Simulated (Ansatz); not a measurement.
# AlH2⁻, singlet: stretch scan

Starting geometry (PBE0/def2-TZVPD stationary point for this spin, not checked as a minimum):

```xyz
3

Al    0.0000   -0.0810    0.0000
H     0.0000    1.0848   -1.2329
H     0.0000    1.0848    1.2329
```

From there H2 moves along the line of the two atoms named below, all else staying in place; atoms are numbered as listed. Energies are in kcal/mol, counted from the starting geometry at the same level.

Basis 6-31++G** (Cartesian d functions); Ansatz 0.2.0. Only valence electrons are correlated (noble-gas cores frozen). Prefix R: restricted or restricted open-shell reference.

Full CI is exact within this basis and frozen core; it isn't the basis-set limit.

```
distance Al1-H2 (Å)  RMP2
              1.328  21.6
              1.536   2.6
              1.697   0.0
              1.861   2.5
              2.048   8.1
              2.284  16.2
              2.679  28.3
              3.178  38.8
              3.675  45.4
              4.500  51.2
              5.772  54.9
```

Estimate the full CI curve in 6-31++G** from this one, knowing how RMP2 errs.

The computed full CI values, in kcal/mol from the starting point, and the error of RMP2 against them:
```json
{"distance Al1-H2 (Å)": "1.328", "full CI": "21.7", "RMP2 less full CI": "-0.1"}
{"distance Al1-H2 (Å)": "1.536", "full CI": "2.8", "RMP2 less full CI": "-0.2"}
{"distance Al1-H2 (Å)": "1.697", "full CI": "0.0", "RMP2 less full CI": "0.0"}
{"distance Al1-H2 (Å)": "1.861", "full CI": "2.2", "RMP2 less full CI": "0.3"}
{"distance Al1-H2 (Å)": "2.048", "full CI": "7.4", "RMP2 less full CI": "0.7"}
{"distance Al1-H2 (Å)": "2.284", "full CI": "14.9", "RMP2 less full CI": "1.4"}
{"distance Al1-H2 (Å)": "2.679", "full CI": "25.8", "RMP2 less full CI": "2.5"}
{"distance Al1-H2 (Å)": "3.178", "full CI": "35.3", "RMP2 less full CI": "3.5"}
{"distance Al1-H2 (Å)": "3.675", "full CI": "41.4", "RMP2 less full CI": "3.9"}
{"distance Al1-H2 (Å)": "4.500", "full CI": "47.2", "RMP2 less full CI": "4.0"}
{"distance Al1-H2 (Å)": "5.772", "full CI": "51.2", "RMP2 less full CI": "3.6"}
```

The error spans 4.1 kcal/mol and is largest, 4.0 kcal/mol, at 4.500 Å.
